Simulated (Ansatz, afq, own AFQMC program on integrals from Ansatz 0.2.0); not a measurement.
Where AFQMC and coupled cluster stand for CH$_{2}$N, quartet

```tsv
atom	x (Å)	y (Å)	z (Å)
N	-0.0347	0.0000	0.8546
C	0.0780	0.0000	-0.7754
H	-0.2238	-1.0251	-1.3186
H	-0.2238	1.0251	-1.3186
```

Connectivity, by distances: N–CH2.

Basis cc-pVDZ. Noble-gas cores (and the filled d shells of Ga–Kr and In–Xe) are frozen. Integrals, coupled cluster, full CI and functionals: Ansatz 0.2.0; the random walks run on the same integrals in our own AFQMC program. The CISD trial takes its coefficients from CCSD amplitudes. Released means that phaseless walkers are propagated on without the constraint, phases kept. Error bars are statistical, one sigma.

Determinant: UHF, the one that the program's search chose, which needn't be the lowest solution. The geometry is a point of a scan.

No full CI on the walks' own integrals is used here; CCSDT(Q) serves as the reference and is uncertain by about the last step of the cluster series.

Cautions: lower spins were not checked.

- T1 diagnostic: 0.0132
- weight of the determinant in the CISD state: 0.896
- ⟨S²⟩ of the determinant: 3.772
- size of the correlated space: 11 electrons in 36 orbitals

Reference: CCSDT(Q), correlation energy -7.029 eV. The released energy is read at 2.40 1/Eh (meV from the phaseless value at times in 1/Eh: -6 ± 12 at 0.24, -11 ± 10 at 0.51, -2 ± 11 at 0.99, 13 ± 16 at 1.62, 5 ± 17 at 2.40).

```tsv
level	E − E(reference) (kJ/mol)	share of correlation (%)
HF	678.2	0.00
MP2	119.5	82.38
CCSD	20.2	97.02
CCSD(T)	3.9	99.42
CCSDT	1.1	99.84
ph-AFQMC/HF	12.0 ± 4.6	98.23
ph-AFQMC/CISD	-0.1 ± 1.0	100.02
released AFQMC	0.4 ± 1.7	99.94
```

A walk keeps the symmetry of its determinant, which the program's search chose and which needn't be the lowest solution, so a lower state of the same spin and another symmetry isn't excluded. Released energies are given only where the last usable release times agree within the noise; a slower fall can still hide under it.
